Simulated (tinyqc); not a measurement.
The integration grid: Kohn-Sham B3LYP on finer and finer grids in the sto-3g basis, for H2O, spin multiplicity 1. Computed by the program tinyqc with PySCF. Self-consistent on each grid; the net force on the molecule should vanish.

Geometry (angstrom):

| atom | x | y | z |
|---|---|---|---|
| O | 0.0000 | 0.0000 | 0.0000 |
| H | 0.0000 | 0.7690 | 0.6430 |
| H | 0.0000 | -0.7690 | 0.6430 |

Kohn-Sham energy on Becke grids (radial x angular points per atom):

| grid | points | residual of the electron count | E (hartree) | E - finest (mhartree) | largest net force without grid terms (hartree/bohr) |
|---|---|---|---|---|---|
| 10 x 14 | 416 | -4.33e-02 | -75.241874 | 79.606705 | 1.13e-02 |
| 15 x 26 | 1160 | 2.19e-02 | -75.341250 | -19.769639 | 1.51e-03 |
| 20 x 50 | 2982 | -2.76e-03 | -75.320736 | 0.744455 | 4.58e-03 |
| 30 x 86 | 7728 | 6.89e-05 | -75.321433 | 0.047880 | 3.00e-04 |
| 50 x 194 | 29054 | -5.21e-06 | -75.321478 | 0.002556 | 3.87e-06 |
| 75 x 302 | 67884 | -7.51e-08 | -75.321481 | 0.000061 | 7.71e-06 |
| 120 x 590 | 212172 | -7.30e-09 | -75.321481 | 0.000000 | 3.54e-07 |

What does the comparison show, and why?

The energy is within 0.1 mhartree of the finest grid first at 30 x 86. The error has both signs, since quadrature is not variational. The electron count and the net force are cheap signs of a poor grid.
